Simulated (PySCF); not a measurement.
Gas-phase reaction: i-Si4H10 = 4 SiH + 6 H

Energies from PySCF, thermal terms from the rigid-rotor harmonic-oscillator model, ideal gas at 1 bar. † marks an energy on the PBE0/def2-TZVP geometry and frequencies. CCSD(T) freezes the core. Open shells (unrestricted): SiH (multiplicity 2, electronic degeneracy 4), H (multiplicity 2); the rest are closed-shell singlets. Spin-orbit splitting is ignored; it lowers the true energy and changes the entropy of SiH. B3LYP is the form with VWN-RPA correlation. CCSD(T) isn't extrapolated to the basis-set limit. The harmonic model lacks anharmonicity and excited electronic states, which grow with temperature; levels with a mode under 35 cm⁻¹ are left out. Internal rotation in i-Si4H10 is treated as a harmonic vibration of one conformer, which makes the entropy rough.

```csv
level,"ΔE electronic, kJ","ΔH°(298 K), kJ","ΔS°(298 K), J/K","ΔG°(1200 K), kJ"
B3LYP/def2-TZVP†,2709,2581,1073,1264
CCSD(T)/def2-SVP†,2629,2501,1073,1184
HF/def2-TZVP†,2224,2096,1073,778
PBE/def2-TZVP†,2720,2591,1073,1274
PBE0/def2-SVP†,2738,2610,1073,1292
r2SCAN/def2-TZVP†,2805,2677,1073,1360
LDA/def2-TZVP†,3040,2912,1073,1595
```
ΔH° is lowest at HF/def2-TZVP† and highest at LDA/def2-TZVP†. No reference value is set beside these.
